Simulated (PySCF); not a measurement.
Species: 2,3-dihydrothiophene, C₄H₆S.
Z-matrix (Å and degrees, PBE0-D3(BJ)/def2-SVP geometry), rows numbered from 1:
```
C 
C   1  1.3383
S   2  1.7586  1  115.13
C   3  1.8336  2   90.04  1    12.25
C   1  1.5041  2  114.08  3     3.17
H   1  1.0923  2  123.08  3   178.31
H   2  1.0918  1  126.17  3  -178.41
H   4  1.1016  3  107.57  2    96.20
H   4  1.0982  3  109.25  2  -146.17
H   5  1.1073  1  109.26  2    99.04
H   5  1.1017  1  113.05  2  -142.41
```

The calculation used delta-SCF UKS SCAN, pcX-2 on the ionised atom, pcseg-1 elsewhere, spin-free X2C in PySCF. Binding energies are ΔSCF values: E(core-ionised, relaxed orbitals) − E(ground state) at a fixed geometry, referred to the vacuum level.

Some binding energies are withheld.

```
atom(s)                 bonded to  level  binding energy (eV)
     C1  C (double bond), C and H   C 1s               290.03
     C2  S, C (double bond) and H   C 1s               290.78
     C4              S, C and 2 H   C 1s               291.35
     C5               2 C and 2 H   C 1s                    ?
     S3                       2 C   S 1s                    ?
```

Question: Fill in S 1s for S3.

Answer: 2477.00 eV (sulfide sulfur).

Question: Fill in C 1s for C5.

Answer: 291.07 eV (allylic carbon). The nearest listed C 1s value is that of C4; the shift against it is -0.28 eV.

Lowest listed C 1s: C1, bonded to C (double bond), C and H. Highest, 1.32 eV above it: C4, bonded to S, C and 2 H.

Question: Which effective nuclear charge Zeff reproduces each element's mean 1s value in the hydrogen-like formula E = 13.606 eV × Zeff²?

Answer: C (Z = 6): mean 290.8 eV, Zeff = 4.62, Z − Zeff = 1.38; S (Z = 16): mean 2477.0 eV, Zeff = 13.49, Z − Zeff = 2.51. Means run over the listed sites, weighted by atom count.

Not every level is listed. The unrestricted hole states depart most from a pure doublet (⟨S²⟩ = 0.75; over 0.85 named) for C 1s of C2 (0.86), which makes this value less certain. One conformer (not necessarily the lowest) at the PBE0-D3(BJ)/def2-SVP geometry, without solvent, vibrations or thermal averaging.

Hardware: one thread, Arm Neoverse V2 (aarch64), shared host with 32 logical CPUs at a one-minute load of 14. Cost: 38 s wall, 0.51 GiB resident at most.
